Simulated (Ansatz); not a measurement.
# C2H3F3S: one species, many methods

How much do the methods differ for C2H3F3S? The plan is to run it at one geometry with functionals of several rungs and with coupled cluster, and see how far each lands from CCSD(T) at the basis-set limit for the atomisation energy.

Computed with Ansatz 0.2.0, Gaussian basis. Level: functionals in def2-TZVPP, the program's frozen cores in correlated methods.

Levels to be run: LDA (SPW92), PBE-D4, revPBE-D4, BLYP-D4, r2SCAN-D4, B97M-V, PBE0-D4, B3LYP-D4, r2SCANh-D4, r2SCAN0-D4, HSE06-D4, BHLYP-D4, CAM-B3LYP-D4, LC-ωPBE, ωB97X-V, ωB97M-V, B2PLYP, PBE-QIDH; CCSD(T)/def2-SVP; CCSD(T)/def2-TZVPP; MP2/def2-QZVPP; extrapolation to the limit; RPA on PBE.

**1. The geometry**

An earlier PBE0-D4 in a triple-zeta def2 set relaxation fixed the geometry.

SMILES `FC(F)(F)CS`, 9 atoms, charge 0, spin multiplicity 1.

Atoms are counted from 1 here; the program's logs count them from 0.

Bond lengths: F1–C2 1.336 Å, C2–F3 1.336 Å, C2–F4 1.340 Å, C2–C5 1.509 Å, C5–S6 1.813 Å, C5–H7 1.090 Å, C5–H8 1.090 Å, S6–H9 1.341 Å. Angles: F1–C2–F3 107.5°, F1–C2–F4 107.4°, F1–C2–C5 112.2°, F3–C2–F4 107.4°, F3–C2–C5 112.3°, F4–C2–C5 109.7°, C2–C5–S6 110.8°, C2–C5–H7 107.2°, C2–C5–H8 107.2°, S6–C5–H7 110.9°, S6–C5–H8 110.9°, H7–C5–H8 109.6°, C5–S6–H9 94.6°.

**2. LDA**

This LDA is Slater exchange with PW92 correlation.

The input, in.yaml:

```yaml
crystal:
  periodic: [false, false, false]
  atoms:
    - {symbol: F, position_ang: [0.194558, -1.832421, 0.561913]}
    - {symbol: C, position_ang: [0.579359, -0.853535, -0.261705]}
    - {symbol: F, position_ang: [1.848112, -0.556479, 0.031658]}
    - {symbol: F, position_ang: [0.560562, -1.346913, -1.507889]}
    - {symbol: C, position_ang: [-0.324500, 0.351403, -0.178062]}
    - {symbol: S, position_ang: [-0.326901, 1.039072, 1.498976]}
    - {symbol: H, position_ang: [-1.323903, 0.026084, -0.467034]}
    - {symbol: H, position_ang: [0.044720, 1.082478, -0.897219]}
    - {symbol: H, position_ang: [-1.163506, 2.044112, 1.202260]}
basis:
  gaussian: {orbitals: def2-TZVPP}
hamiltonian: {xc: lda}
output: {orbitals: {seedname: orbitals}}
```

The runs that follow: PBE-D4 (GGA); revPBE-D4 (GGA); BLYP-D4 (GGA); r2SCAN-D4 (meta-GGA); B97M-V (meta-GGA); PBE0-D4 (hybrid); B3LYP-D4 (hybrid); r2SCANh-D4 (hybrid); r2SCAN0-D4 (hybrid); HSE06-D4 (hybrid); BHLYP-D4 (hybrid); CAM-B3LYP-D4 (range-separated); LC-ωPBE-D4 (range-separated); ωB97X-V (range-separated); ωB97M-V (range-separated); B2PLYP (double hybrid); PBE-QIDH (double hybrid); CCSD(T) in def2-SVP; CCSD(T) in def2-TZVPP; MP2 in def2-QZVPP; RPA on PBE orbitals.

**Question.** What will the summary of the whole plan be? Wanted: atomisation energy, CCSD(T)/CBS; farthest beyond LDA; mean size of error, GGA; mean size of error, meta-GGA; mean size of error, hybrid; mean size of error, range-separated; mean size of error, double hybrid; gap, smallest and largest; T1 diagnostic.

As calculated:

| quantity | value |
| --- | --- |
| atomisation energy, CCSD(T)/CBS | 35.209 eV |
| functionals within 0.176 eV (0.5 %) | revPBE-D4, BLYP-D4, B97M-V, r2SCANh-D4, CAM-B3LYP-D4, LC-ωPBE, PBE-QIDH |
| farthest beyond LDA | BHLYP-D4 (-1.808 eV) |
| mean size of error, GGA | 0.498 eV |
| mean size of error, meta-GGA | 0.192 eV |
| mean size of error, hybrid | 0.560 eV |
| mean size of error, range-separated | 0.191 eV |
| mean size of error, double hybrid | 0.335 eV |
| gap, smallest and largest | 5.08 eV (BLYP-D4), 12.53 eV (LC-ωPBE) |
| T1 diagnostic | 0.0114 |
| triples share of the correlation energy | 3.4 % |

LDA overbinds by 7.014 eV (20 %). PBE-D4 is off by +1.373 eV. Double hybrids carry the basis error of their MP2 part in triple zeta, and no dispersion term here, so their miss is partly the set-up's. By mean error the best rung here is range-separated (0.191 eV) and the worst beyond LDA is hybrid (0.560 eV). The gap between the best rungs is small, so their order is not settled. The mean of the hybrids holds BHLYP, with half exact exchange. Misses under about 0.176 eV are within the doubt on the reference itself, which lacks core-valence correlation, relativity and higher excitations. Hartree-Fock recovers 69 % of the binding; the rest is correlation. CCSD(T) in def2-SVP is off by -1.863 eV, so the small basis spoils what the method gains. Orbital gaps span 5.1 to 12.5 eV; exact exchange widens them.
